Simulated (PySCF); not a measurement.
**Complex of formamide and chloride**

A gas-phase complex of formamide and chloride; charge -1, singlet. The structure comes from a short search (a few tight-binding starts) and was relaxed by PBE0-D3(BJ)/def2-SVPD; another way of binding may lie lower. No frequency run checks that it is a minimum.

Parts: 1 = formamide (NC=O), atoms 1–6; 2 = chloride ([Cl-]), atoms 7, charge -1.

```csv
atom,part,x (Å),y (Å),z (Å)
N1,1,-0.602,0.085,0.048
C2,1,0.722,-0.064,0.024
O3,1,1.353,-0.899,-0.617
H4,1,-1.163,-0.541,-0.512
H5,1,-1.079,0.820,0.620
H6,1,1.235,0.677,0.678
Cl7,2,-2.084,2.236,1.718
```

```
 contact  kind (by geometry)  distance (Å)  angle (°)
H5···Cl7       hydrogen bond         2.054        178
```

Interaction energies are complex less parts, with the parts frozen as they stand in it; counterpoise-corrected, in kcal/mol (PySCF). The CCSD(T) estimate is Hartree-Fock/aug-cc-pVTZ, plus the MP2 correlation part extrapolated as X⁻³ from aug-cc-pVDZ and aug-cc-pVTZ, plus CCSD(T) less MP2 in aug-cc-pVDZ; noble-gas cores are frozen. It isn't the exact limit.

Give the interaction energy at each level run.


```
                         level  interaction  superposition error removed
      Hartree-Fock/aug-cc-pVTZ       -20.25                            -
               MP2/aug-cc-pVTZ       -23.64                        -1.02
CCSD(T), estimated basis limit       -23.69                            -
```

What holds them together? Decompose the MP2/aug-cc-pVTZ energy: frozen parts, their antisymmetrised product, then relaxation.

electrostatic -28.7, Pauli repulsion +20.6, orbital relaxation -12.2, correlation -4.4 kcal/mol, which sum to the value before the counterpoise correction, the first three by Hartree-Fock. Of the attraction, 63 % is electrostatic, 27 % is orbital relaxation, 10 % is correlation.
